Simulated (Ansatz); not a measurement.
Geometry optimisation, RKS revPBE-D4/6-31G* (Ansatz).

The input (input.yaml):

```yaml
crystal:
  periodic: [false, false, false]
  atoms:
    - { symbol: C, position_ang: [-0.3074, 1.3153, -1.1866] }
    - { symbol: C, position_ang: [0.1099, 0.49, -0.3538] }
    - { symbol: C, position_ang: [0.5489, -0.375, 0.4747] }
    - { symbol: "N", position_ang: [-0.0244, -1.521, 0.7385] }
    - { symbol: F, position_ang: [1.7306, -0.1386, 1.1324] }
    - { symbol: H, position_ang: [-0.4837, 2.4134, -0.9133] }
    - { symbol: H, position_ang: [-0.5727, 1.0665, -2.2083] }
    - { symbol: H, position_ang: [0.1831, -1.8833, 1.6497] }
    - { symbol: H, position_ang: [-1.0959, -1.4135, 0.6496] }
basis:
  gaussian: { orbitals: "6-31G*" }
hamiltonian:
  xc: revpbe
  dispersion: d4
relax:
  f_tol: 0.02
  max_steps: 40
```

Launched with:

```bash
$ ansatz run input.yaml --threads 1 --pin off --max-ram 2048MiB --backend cpu --events-out ev --progress --plain --runs-dir out
```

Task: Where does it end, and by what steps?

Result: The forces met the threshold. After 13 steps the energy has fallen by 1.102 eV; H8 moved furthest, 0.38 Å.

```
step  energy less start (eV)  largest force component (eV/Å)  accepted
   0                  0.0000                           4.913       yes
   1                 -0.8814                           1.423       yes
   2                 -1.0349                           0.715       yes
   3                 -1.0417                           1.027       yes
   4                 -1.0775                           0.498       yes
   5                 -1.0667                           0.544        no
   6                 -1.0961                           0.253       yes
   7                 -1.0805                           0.311        no
   8                 -1.1017                           0.069       yes
   9                 -1.1019                           0.032       yes
  10                 -1.1020                           0.039       yes
  11                 -1.1018                           0.028        no
  12                 -1.1020                           0.037       yes
  13                 -1.1021                           0.015       yes
```

```xyz
9
Properties=species:S:1:pos:R:3
C -0.352 1.417 -1.202
C 0.133 0.543 -0.343
C 0.607 -0.409 0.445
N -0.044 -1.574 0.884
F 1.898 -0.370 0.899
H -0.771 2.384 -0.884
H -0.358 1.233 -2.288
H -0.008 -1.673 1.905
H -1.016 -1.597 0.567
```

Whether the end is a true minimum wasn't checked by a vibrational analysis.

Time of the run: 32 s on 1 CPU thread of a shared host.
